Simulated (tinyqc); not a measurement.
Inside a calculation. Method: RKS/exchange-only LDA in the sto-3g basis, for LiH, spin multiplicity 1. One step of it, computed by the program tinyqc.

Problem. Iteration 2: building the Kohn-Sham matrix. J_ij = sum D_kl (ij|kl); F = H + J + V_xc; E = tr D H + tr D J / 2 + E_xc + E_nn.

D after iteration 1, order 1Li 1s, 1Li 2s, 1Li 2px, 1Li 2py, 1Li 2pz, 2H 1s:
```
[[2.105879, -0.428443, 0.000000, 0.000000, -0.117724, -0.053608],
 [-0.428443, 1.724323, 0.000000, 0.000000, 0.514763, 0.275453],
 [0.000000, 0.000000, 0.000000, 0.000000, 0.000000, 0.000000],
 [0.000000, 0.000000, 0.000000, 0.000000, 0.000000, 0.000000],
 [-0.117724, 0.514763, 0.000000, 0.000000, 0.153724, 0.082307],
 [-0.053608, 0.275453, 0.000000, 0.000000, 0.082307, 0.044112]]
```

core Hamiltonian H = T + V (hartree), order 1Li 1s, 1Li 2s, 1Li 2px, 1Li 2py, 1Li 2pz, 2H 1s:
```
[[-4.632046, -1.039066, 0.000000, 0.000000, -0.007517, -0.054354],
 [-1.039066, -1.324335, 0.000000, 0.000000, -0.080541, -0.333947],
 [0.000000, 0.000000, -1.077365, 0.000000, 0.000000, 0.000000],
 [0.000000, 0.000000, 0.000000, -1.077365, 0.000000, 0.000000],
 [-0.007517, -0.080541, 0.000000, 0.000000, -1.136626, -0.471642],
 [-0.054354, -0.333947, 0.000000, 0.000000, -0.471642, -1.144398]]
```

Two-electron integrals (ij|kl) in chemists' order, unique and non-zero (hartree):
```
(11|11) 1.680395   (21|11) 0.265420   (21|21) 0.049941   (22|11) 0.397727
(22|21) 0.092860   (22|22) 0.290562   (31|31) 0.008981   (32|31) 0.013788
(32|32) 0.064184   (33|11) 0.396640   (33|21) 0.092880   (33|22) 0.290497
(33|33) 0.312946   (41|41) 0.008981   (42|41) 0.013788   (42|42) 0.064184
(43|43) 0.016869   (44|11) 0.396640   (44|21) 0.092880   (44|22) 0.290497
(44|33) 0.279207   (44|44) 0.312946   (51|51) 0.008981   (52|51) 0.013788
(52|52) 0.064184   (53|53) 0.016869   (54|54) 0.016869   (55|11) 0.396640
(55|21) 0.092880   (55|22) 0.290497   (55|33) 0.279207   (55|44) 0.279207
(55|55) 0.312946   (61|11) 0.012624   (61|21) 0.002415   (61|22) 0.004665
(61|33) 0.004603   (61|44) 0.004603   (61|51) 0.000336   (61|52) 0.000659
(61|55) 0.004791   (61|61) 0.000132   (62|11) 0.064370   (62|21) 0.015377
(62|22) 0.055873   (62|33) 0.052546   (62|44) 0.052546   (62|51) 0.002306
(62|52) 0.017752   (62|55) 0.062475   (62|61) 0.000921   (62|62) 0.023036
(63|31) 0.000798   (63|32) 0.004618   (63|53) 0.002238   (63|63) 0.001080
(64|41) 0.000798   (64|42) 0.004618   (64|54) 0.002238   (64|64) 0.001080
(65|11) 0.090916   (65|21) 0.021820   (65|22) 0.081018   (65|33) 0.075497
(65|44) 0.075497   (65|51) 0.003541   (65|52) 0.027505   (65|55) 0.091984
(65|61) 0.001329   (65|62) 0.035500   (65|65) 0.054945   (66|11) 0.225927
(66|21) 0.054466   (66|22) 0.216927   (66|33) 0.199542   (66|44) 0.199542
(66|51) 0.007491   (66|52) 0.076085   (66|55) 0.251521   (66|61) 0.003259
(66|62) 0.119920   (66|65) 0.188901   (66|66) 0.774606
```

nuclear repulsion = 0.67785296 hartree

V_xc (hartree), order 1Li 1s, 1Li 2s, 1Li 2px, 1Li 2py, 1Li 2pz, 2H 1s:
```
[[-0.971719, -0.127646, 0.000000, 0.000000, -0.003831, -0.006247],
 [-0.127646, -0.171961, 0.000000, 0.000000, -0.032374, -0.043185],
 [0.000000, 0.000000, -0.169191, 0.000000, 0.000000, 0.000000],
 [0.000000, 0.000000, 0.000000, -0.169191, 0.000000, 0.000000],
 [-0.003831, -0.032374, 0.000000, 0.000000, -0.172243, -0.063958],
 [-0.006247, -0.043185, 0.000000, 0.000000, -0.063958, -0.200940]]
```

E_xc = sum of w rho eps_xc = -1.75115996 hartree

Give: Coulomb J; Kohn-Sham matrix F; total energy of this density.

Solution.

Coulomb J (hartree), order 1Li 1s, 1Li 2s, 1Li 2px, 1Li 2py, 1Li 2pz, 2H 1s:
```
[[4.117, 0.705, 0.000, 0.000, 0.014, 0.035],
 [0.705, 1.357, 0.000, 0.000, 0.080, 0.270],
 [0.000, 0.000, 1.349, 0.000, 0.000, 0.000],
 [0.000, 0.000, 0.000, 1.349, 0.000, 0.000],
 [0.014, 0.080, 0.000, 0.000, 1.365, 0.391],
 [0.035, 0.270, 0.000, 0.000, 0.391, 1.049]]
```

Kohn-Sham matrix F (hartree), order 1Li 1s, 1Li 2s, 1Li 2px, 1Li 2py, 1Li 2pz, 2H 1s:
```
[[-1.487, -0.462, 0.000, 0.000, 0.003, -0.026],
 [-0.462, -0.139, 0.000, 0.000, -0.032, -0.107],
 [0.000, 0.000, 0.103, 0.000, 0.000, 0.000],
 [0.000, 0.000, 0.000, 0.103, 0.000, 0.000],
 [0.003, -0.032, 0.000, 0.000, 0.056, -0.145],
 [-0.026, -0.107, 0.000, 0.000, -0.145, -0.296]]
```

total energy of this density = -7.30786 hartree
